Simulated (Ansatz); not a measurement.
Diamond, relaxed in Ansatz (plane waves) with several semilocal functionals. Each gives its own volume and its own zone-centre TO phonon frequency:

```
level         V0 (Å³/atom)  zone-centre TO phonon frequency (cm⁻¹)   ln V0  ln ω_TO
------------  ------------  --------------------------------------  ------  -------
LDA                  5.507                                    1323  1.7060   7.1877
r²SCAN+rVV10         5.629                                    1326  1.7279   7.1899
r²SCAN               5.640                                    1324  1.7299   7.1884
revPBE               5.757                                    1281  1.7504   7.1554
RPBE                 5.777                                    1278  1.7539   7.1531
BLYP                 5.820                                    1261  1.7613   7.1397
```

Problem. Fit a straight line to ln ω_TO against ln V0. What does it predict for PBE, whose volume is 5.695 Å³/atom?

Solution. With x = ln V0 and y = ln ω_TO: means 1.73823 and 7.16903; Σ(Δx Δy) = -0.002071, Σ(Δx²) = 0.002141, so the slope is -0.967. At x = 1.7396 the line gives y = 7.16903 + (-0.967) × (1.7396 − 1.73823) = 7.1677, or 1297 cm⁻¹. The run with PBE gives 1290 cm⁻¹, -0.5 % from the line. The rows used scatter about it by up to 1.2 %, while the largest value lies 5 % above the smallest.

Measured: 1333 cm⁻¹ (measured, low temperature, zero-point motion not removed; as tabulated in Kunc et al. (2003), arXiv:cond-mat/0304692).

Ansatz's density-functional and Hartree–Fock values are scalar-relativistic unless marked +SOC, with PAW data made under PBE.

Ansatz is a quantum-chemistry and plane-wave program.
